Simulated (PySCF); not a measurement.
Dissociation curve of SMILES CS, singlet. The C1–S5 bond (C1 also carries H, H, H; S5 carries H) is stretched with both fragments frozen at the PBE0/def2-TZVP optimised geometry.

- UHF/cc-pVDZ (PySCF)
- RHF/cc-pVDZ (PySCF)
- UKS-TPSSh = unrestricted TPSSh/cc-pVDZ (PySCF)
- RKS-TPSSh = restricted TPSSh/cc-pVDZ in PySCF 2.14.0
- UKS-PBE = unrestricted PBE/cc-pVDZ (PySCF)
- RKS-PBE = PySCF with restricted PBE/cc-pVDZ
- UKS-PBE0 = unrestricted PBE0/cc-pVDZ (PySCF 2.14.0)
- RKS-PBE0 = PySCF with restricted PBE0/cc-pVDZ
- UKS-B3LYP/6-31G* = unrestricted B3LYP/6-31G*, spherical d in PySCF 2.14.0
- RKS-B3LYP/6-31G* = PySCF with restricted B3LYP/6-31G*, spherical d
- UKS-BP86/6-31G* = PySCF with unrestricted BP86/6-31G*, spherical d
- RKS-BP86/6-31G* = restricted BP86/6-31G*, spherical d (PySCF)
- UKS-M06-2X/6-31G* = unrestricted M06-2X/6-31G*, spherical d (PySCF)
- RKS-M06-2X/6-31G* = restricted M06-2X/6-31G*, spherical d (PySCF)

Scanned distances (Å): 1.46, 1.54, 1.62, 1.69, 1.76, 1.81, 1.85, 1.93, 1.97, 2.10, 2.22, 2.46, 2.68, 3.01, 3.23, 3.61, 4.01, 4.41, 4.84, 5.40, 6.26.

Where does the unrestricted solution first break spin symmetry (<S²> of 0.01 or more)?

UHF: between 2.22 and 2.46 Å; UKS-TPSSh: between 2.68 and 3.01 Å; UKS-PBE: between 2.68 and 3.01 Å; UKS-PBE0: between 2.46 and 2.68 Å; UKS-B3LYP/6-31G*: between 2.68 and 3.01 Å; UKS-BP86/6-31G*: between 2.68 and 3.01 Å; UKS-M06-2X/6-31G*: between 2.68 and 3.01 Å.

```tsv
R / Å	<S²> UHF	E(RHF) − E(UHF) / kcal/mol	<S²> UKS-TPSSh	E(RKS-TPSSh) − E(UKS-TPSSh) / kcal/mol	<S²> UKS-PBE	E(RKS-PBE) − E(UKS-PBE) / kcal/mol	<S²> UKS-PBE0	E(RKS-PBE0) − E(UKS-PBE0) / kcal/mol	<S²> UKS-B3LYP/6-31G*	E(RKS-B3LYP/6-31G*) − E(UKS-B3LYP/6-31G*) / kcal/mol	<S²> UKS-BP86/6-31G*	E(RKS-BP86/6-31G*) − E(UKS-BP86/6-31G*) / kcal/mol	<S²> UKS-M06-2X/6-31G*	E(RKS-M06-2X/6-31G*) − E(UKS-M06-2X/6-31G*) / kcal/mol
1.46	0.00	0.0	0.00	0.0	0.00	0.0	0.00	0.0	0.00	0.0	0.00	0.0	0.00	0.0
1.54	0.00	0.0	0.00	0.0	0.00	0.0	0.00	0.0	0.00	0.0	0.00	0.0	0.00	0.0
1.62	0.00	0.0	0.00	0.0	0.00	0.0	0.00	0.0	0.00	0.0	0.00	0.0	0.00	0.0
1.69	0.00	0.0	0.00	0.0	0.00	0.0	0.00	0.0	0.00	0.0	0.00	0.0	0.00	0.0
1.76	0.00	0.0	0.00	0.0	0.00	0.0	0.00	0.0	0.00	0.0	0.00	0.0	0.00	0.0
1.81	0.00	0.0	0.00	0.0	0.00	0.0	0.00	0.0	0.00	0.0	0.00	0.0	0.00	0.0
1.85	0.00	0.0	0.00	0.0	0.00	0.0	0.00	0.0	0.00	0.0	0.00	0.0	0.00	0.0
1.93	0.00	0.0	0.00	0.0	0.00	0.0	0.00	0.0	0.00	0.0	0.00	0.0	0.00	0.0
1.97	0.00	0.0	0.00	0.0	0.00	0.0	0.00	0.0	0.00	0.0	0.00	0.0	0.00	0.0
2.10	0.00	0.0	0.00	0.0	0.00	0.0	0.00	0.0	0.00	0.0	0.00	0.0	0.00	0.0
2.22	0.00	0.0	0.00	0.0	0.00	0.0	0.00	0.0	0.00	0.0	0.00	0.0	0.00	0.0
2.46	0.49	5.9	0.00	0.0	0.00	0.0	0.00	0.0	0.00	0.0	0.00	0.0	0.00	0.0
2.68	0.75	18.9	0.00	0.0	0.00	0.0	0.11	0.1	0.00	0.0	0.00	0.0	0.00	0.0
3.01	0.91	40.7	0.56	4.4	0.23	0.4	0.64	7.0	0.54	4.3	0.21	0.3	0.74	9.3
3.23	0.96	54.1	0.75	9.8	0.56	3.2	0.80	13.7	0.73	9.6	0.53	2.9	0.86	18.3
3.61	1.00	73.9	0.90	19.0	0.81	—	0.93	24.5	0.89	18.9	0.79	—	0.95	31.8
4.01	1.01	90.3	0.97	26.6	0.92	—	0.98	33.5	0.96	26.7	0.90	—	0.99	42.3
4.41	1.01	102.6	0.99	31.8	0.96	—	1.00	39.8	0.99	32.3	0.95	—	1.00	49.6
4.84	1.02	112.1	1.00	35.3	0.99	—	1.00	44.3	1.00	36.5	0.98	—	1.00	55.2
5.40	1.02	120.1	1.01	38.0	1.00	—	1.01	47.8	1.00	39.7	0.99	—	1.01	60.0
6.26	1.02	127.0	1.01	39.7	1.01	—	1.01	50.4	1.00	42.0	1.00	—	1.01	64.2
```

A dash means that the run gave no value there, or that the column was ended at a point which the program doubted or which failed a test of continuity chosen for this set; such a test can also cut sound points.
